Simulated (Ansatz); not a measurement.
# H4Si: the cost of one run

All numbers are computed with the Python package of Ansatz 0.2.0. Level of theory: B3LYP/def2-SVP.

## (1) The structure

Bond lengths: Si1–H2 1.485 Å, Si1–H3 1.485 Å, Si1–H4 1.485 Å, Si1–H5 1.485 Å. Angles: H2–Si1–H3 109.5°, H2–Si1–H4 109.5°, H2–Si1–H5 109.5°, H3–Si1–H4 109.5°, H3–Si1–H5 109.5°, H4–Si1–H5 109.5°.

The script holds or builds the structure itself.

## (2) The code

Input file run_freq.py:

```python
# -*- coding: utf-8 -*-
import argparse

import ansatz
from ase import Atoms
from ase.thermochemistry import IdealGasThermo
import numpy as np

parser = argparse.ArgumentParser(description="Vibrations and zero-point energy of H4Si.")
parser.add_argument("--basis", required=True, help="Gaussian basis set")
parser.add_argument("--xc", required=True, help="exchange-correlation functional")
args = parser.parse_args()

geometry_ang = [
    ("Si", (0.0, 0.0, 0.0)),
    ("H", (-0.1697, 1.2274, -0.8185)),
    ("H", (-0.7463, 0.1484, 1.2752)),
    ("H", (1.4416, -0.2054, 0.2912)),
    ("H", (-0.5256, -1.1703, -0.7479)),
]
h4si = ansatz.Crystal.molecule()
for symbol, xyz in geometry_ang:
    h4si = h4si.atom(symbol, xyz)

calc = h4si.calculation().basis(gaussian=args.basis).functional(args.xc).scf(lower_state_search="standard")
symbols = [site.symbol for site in h4si.cartesian_sites]
start = np.array([site.position_ang for site in h4si.cartesian_sites], dtype=float)
def progress(event):
    if event["event"] == "relax_step":
        row = event["data"]
        print(f"step {row['step']:3d}  E = {row['lagrangian_ev']:.6f} eV  largest force component {row['allowed_force_max_ev_ang']:.4f} eV/A")


rep = calc.relax(force_tolerance=0.003).session().plan().execute(on_event=progress).report
end = np.array(rep["positions_ang"])

print("final positions (A) and the move of each atom")
for symbol, xyz, old in zip(symbols, end, start):
    print(f"{symbol:2s} {xyz[0]:10.5f} {xyz[1]:10.5f} {xyz[2]:10.5f}   {np.linalg.norm(xyz - old):7.4f}")

minimum = ansatz.Crystal.molecule()
for symbol, place in zip(symbols, end):
    minimum = minimum.atom(symbol, place.tolist())
vibrating = (
    minimum.calculation()
    .basis(gaussian=args.basis)
    .functional(args.xc)
    .scf(lower_state_search="standard")
    .phonons(temperatures=(200, 600, 100))
)
vib = vibrating.run(threads=1, pin="off").report["vibrations"]
sums = vib["harmonic_sums"]
modes = [m["omega_inv_cm"] for m in sums["modes_at_gamma"] if m["rigid_motion"] == "no"]
print("frequencies (1/cm):", " ".join(f"{w:.0f}" for w in modes))
print("imaginary modes:", sum(w < 0 for w in modes), " zero-point energy:", round(sums["zero_point_energy_ev"], 4), "eV")
gas = IdealGasThermo(vib_energies=[w / 8065.544 for w in modes if w > 0], geometry="linear" if len(modes) == 3 * len(symbols) - 5 else "nonlinear",
                     atoms=Atoms(symbols, positions=end), symmetrynumber=1, spin=0.0)
print(f"H(298 K) - E = {gas.get_enthalpy(298.15, verbose=False):.4f} eV")
print(f"S(298 K, 1 bar) = {96485.33 * gas.get_entropy(298.15, 1e5, verbose=False):.1f} J/(mol K) with symmetry number 1")

heavier = vibrating.phonons(masses={"H": 2.014102}).run(threads=1, pin="off").report["vibrations"]["harmonic_sums"]
print("deuterated (1/cm):", " ".join(f"{m['omega_inv_cm']:.0f}" for m in heavier["modes_at_gamma"] if m["rigid_motion"] == "no"))
print("zero-point energy falls by", round(sums["zero_point_energy_ev"] - heavier["zero_point_energy_ev"], 4), "eV")
```

## (3) The calls as engine input

The package turns the script's settings into the engine's input (first run):

```yaml
crystal:
  periodic: [false, false, false]
  atoms:
    - { symbol: Si, position_ang: [0.0, 0.0, 0.0] }
    - { symbol: H, position_ang: [-0.1697, 1.2274, -0.8185] }
    - { symbol: H, position_ang: [-0.7463, 0.1484, 1.2752] }
    - { symbol: H, position_ang: [1.4416, -0.2054, 0.2912] }
    - { symbol: H, position_ang: [-0.5256, -1.1703, -0.7479] }
basis:
  gaussian:
    orbitals: def2-SVP
hamiltonian:
  xc: b3lyp
scf:
  lower_state_search: standard
relax:
  f_tol: 0.003
```

## (4) The run

On the command line:

```bash
python run_freq.py --basis def2-SVP --xc b3lyp
```

Q: Estimate wall time and peak memory on 1 thread of Arm Neoverse V2, shared host.

About 14 s, with a peak of 0.21 GiB.
